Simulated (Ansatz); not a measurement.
Computed with Ansatz on PBE0-D4/def2-TZVP structures; ΔE is electronic, products minus reactants. CCSD(T)/CBS is the MP2 limit (def2-TZVPP, def2-QZVPP) plus CCSD(T) − MP2 in def2-TZVPP, frozen cores. This one scheme is used for every species, atoms too. DFT in def2-TZVPP. Open shells (•) are unrestricted, without spin–orbit coupling.

Reaction (hydrogen abstraction from the N–H bond): `BN[SiH3]` + H• → `B[N][SiH3]`• + H₂

```tsv
level	ΔE (kJ/mol)
CAM-B3LYP	-5.0
MP2/def2-TZVPP	51.2
```

(1) What does CCSD(T)/CBS give? (Best estimate.)

Largest T1 diagnostic among the species: 0.026.

## Answers

(1) Computed: +12.9 kJ/mol. The listed levels differ from it by -17.9, 38.3 kJ/mol.

From BLYP to BHLYP (50 % exact exchange), in def2-TZVPP and without D4, ΔE moves by +27.7 kJ/mol. The D4 term adds +3.2 kJ/mol with B3LYP and +1.6 kJ/mol with PBE0; it sums over pairs of atoms, weighted by their polarisabilities, and B3LYP, whose exchange is more repulsive, gets the larger term. Leaving LDA and LC-ωPBE aside and taking each functional with its dispersion term where it has one, the values, not all of them listed here, spread over 56.1 kJ/mol, from BLYP-D4 to PBE-QIDH. LDA lies +13.0 kJ/mol from PBE without D4.

B3LYP here is the variant with VWN-RPA as its local correlation; programs differ in this.
